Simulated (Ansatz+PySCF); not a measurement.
A calculation with PySCF 2.14.0.

```python
from pyscf import gto, scf, mp

# the (T+d) and (D+d) sets load through basis_set_exchange
mol = gto.M(atom="""
Cl 0.000000 0.000000 -0.945040
Cl 0.000000 0.000000 0.945040
""", basis='cc-pv(t+d)z', charge=1, spin=1)
mf = scf.UHF(mol)
mf.kernel()
pt = mp.MP2(mf, frozen=10).run()
print(mf.e_tot, pt.e_corr, pt.e_tot)
```

The script is written out from the run's settings.

The run gave:

| Property | Result |
| --- | --- |
| Converged | yes |
| Reference energy | -918.60231 hartree |
| Correlation energy | -0.36053 hartree |
| Total energy | -918.96285 hartree |
| Spin squared of the determinant | 0.775 |

Caution: MP2 on this radical cation hangs on the determinant chosen.
